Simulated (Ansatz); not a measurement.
Geometry optimisation, RKS PBE/6-31G* in Ansatz.

input.yaml

```yaml
crystal:
  periodic: [false, false, false]
  atoms:
    - { symbol: B, position_ang: [0.280049, 0.149452, -0.01054] }
    - { symbol: "N", position_ang: [0.607719, -0.114656, 1.410072] }
    - { symbol: H, position_ang: [-0.048901, -0.425494, 2.122931] }
    - { symbol: H, position_ang: [1.553041, 0.01756, 1.752569] }
    - { symbol: H, position_ang: [1.19505, 0.514161, -0.686165] }
    - { symbol: "N", position_ang: [-1.012896, -0.009672, -0.565865] }
    - { symbol: H, position_ang: [-1.834739, -0.316903, -0.051559] }
    - { symbol: H, position_ang: [-1.190523, 0.185552, -1.543843] }
basis:
  gaussian: { orbitals: "6-31G*" }
hamiltonian:
  xc: pbe
relax:
  f_tol: 0.03
  max_steps: 50
output:
  orbitals: {}
```

Run as:

```bash
$ ansatz run input.yaml --threads 1 --pin off --max-ram 2048MiB --backend cpu --events-out ev --progress --plain --runs-dir out
```

Question: Where does it end, and by what steps?

Answer: It converged. After 3 steps the energy has fallen by 0.067 eV; H3 moved furthest, 0.07 Å.

```tsv
step	energy less start (eV)	largest force component (eV/Å)	accepted
0	0.0000	2.075	yes
1	-0.0557	0.958	yes
2	-0.0633	0.261	yes
3	-0.0670	0.029	yes
```

```xyz
8
Properties=species:S:1:pos:R:3
B 0.303 0.150 0.013
N 0.599 -0.107 1.380
H -0.084 -0.423 2.065
H 1.531 0.011 1.761
H 1.197 0.520 -0.710
N -0.996 -0.010 -0.543
H -1.812 -0.317 -0.018
H -1.190 0.177 -1.520
```

Whether the end is a true minimum wasn't checked by a vibrational analysis.

The run took 7.4 s on 1 thread of Intel(R) Xeon(R) Platinum 8259CL CPU @ 2.50GHz (Skylake/Cascade Lake) (shared host), peak memory 0.12 GiB.
